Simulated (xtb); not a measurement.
xtb input (GFN1-xTB):

```bash
xtb mol.xyz --gfn 1 --sp --chrg -1 --uhf 0
```
mol.xyz:
```
8

C      1.53627673     0.57214827     0.32255110
C      0.05198928     0.83817034     0.12503813
S     -0.85436042    -0.66617625    -0.25128999
H     -1.61383760    -0.85876183     0.86582543
H     -0.11397751     1.50680258    -0.72768466
H      2.07101338     1.53091325     0.40204664
H      1.72829395     0.03199031     1.26074749
H      2.06867853    -0.01403613    -0.46583059
```

End of the output:

```
         :::::::::::::::::::::::::::::::::::::::::::::::::::::
         ::                     SUMMARY                     ::
         :::::::::::::::::::::::::::::::::::::::::::::::::::::
         :: total energy             -10.741605825826 Eh    ::
         :: gradient norm              0.027031637738 Eh/a0 ::
         :: HOMO-LUMO gap              4.422275087612 eV    ::
         ::.................................................::
         :: SCC energy               -10.828680261803 Eh    ::
         :: -> electrostatic           0.138815662076 Eh    ::
         :: repulsion energy           0.089165990907 Eh    ::
         :: dispersion energy         -0.002091554930 Eh    ::
         :: halogen bond corr.         0.000000000000 Eh    ::
         :: add. restraining           0.000000000000 Eh    ::
         :: total charge              -1.000000000000 e     ::
         :::::::::::::::::::::::::::::::::::::::::::::::::::::

           -------------------------------------------------
          |                Property Printout                |
           -------------------------------------------------

    * Orbital Energies and Occupations

         #    Occupation            Energy/Eh            Energy/eV
      -------------------------------------------------------------
         1        2.0000           -0.5819842             -15.8366
         2        2.0000           -0.3933065             -10.7024
         3        2.0000           -0.3183562              -8.6629
         4        2.0000           -0.2918451              -7.9415
         5        2.0000           -0.2863552              -7.7921
         6        2.0000           -0.2631501              -7.1607
         7        2.0000           -0.2323980              -6.3239
         8        2.0000           -0.2021483              -5.5007
         9        2.0000           -0.1333231              -3.6279
        10        2.0000           -0.0704221              -1.9163 (HOMO)
        11                          0.0920936               2.5060 (LUMO)
        12                          0.1060065               2.8846
        13                          0.1239092               3.3717
        14                          0.1539035               4.1879
        15                          0.1560984               4.2477
        16                          0.1796488               4.8885
        17                          0.2010202               5.4700
Note: The following floating-point exceptions are signalling: IEEE_DENORMAL
normal termination of xtb
        18                          0.2491130               6.7787
        19                          0.2553576               6.9486
        20                          0.2656486               7.2287
        21                          0.3931525              10.6982
       ...                                ...                  ...
        27                          0.7096829              19.3115
      -------------------------------------------------------------
                  HL-Gap            0.1625156 Eh            4.4223 eV
             Fermi-level            0.0108358 Eh            0.2949 eV

  Mulliken/CM5 charges         n(s)   n(p)   n(d)
     1C    -0.02943 -0.16962   0.996  3.034  0.000
     2C    -0.41115 -0.45723   1.139  3.272  0.000
     3S    -0.30166 -0.38347   1.912  4.355  0.035
     4H    -0.00463  0.05840   1.005  0.000  0.000
     5H    -0.06816 -0.01236   1.068  0.000  0.000
     6H    -0.06036 -0.01020   1.060  0.000  0.000
     7H    -0.06143 -0.01064   1.061  0.000  0.000
     8H    -0.06318 -0.01487   1.063  0.000  0.000

Wiberg/Mayer (AO) data.
largest (>0.10) Wiberg bond orders for each atom

 ---------------------------------------------------------------------------
     #   Z sym  total        # sym  WBO       # sym  WBO       # sym  WBO
 ---------------------------------------------------------------------------
     1   6 C    3.968 --     2 C    1.015     7 H    0.986     6 H    0.985
                             8 H    0.970
     2   6 C    3.146 --     3 S    1.023     1 C    1.015     5 H    0.998
     3  16 S    2.065 --     2 C    1.023     4 H    0.982
     4   1 H    1.030 --     3 S    0.982
     5   1 H    1.031 --     2 C    0.998
     6   1 H    1.037 --     1 C    0.985
     7   1 H    1.049 --     1 C    0.986
     8   1 H    1.018 --     1 C    0.970
 ---------------------------------------------------------------------------

Topologies differ in total number of bonds
Writing topology from bond orders to xtbtopo.mol

 dipole moment from electron density (au)
     X       Y       Z
   0.1082  -0.8264  -0.2908  total (Debye):    2.244

           -------------------------------------------------
          | TOTAL ENERGY              -10.741605825826 Eh   |
          | GRADIENT NORM               0.027031637738 Eh/α |
          | HOMO-LUMO GAP               4.422275087612 eV   |
           -------------------------------------------------

------------------------------------------------------------------------
------------------------------------------------------------------------
 total:
 SCF:
```

It need not be the lowest isomer of its formula. Whether it binds its extra electron was not tested at this geometry.
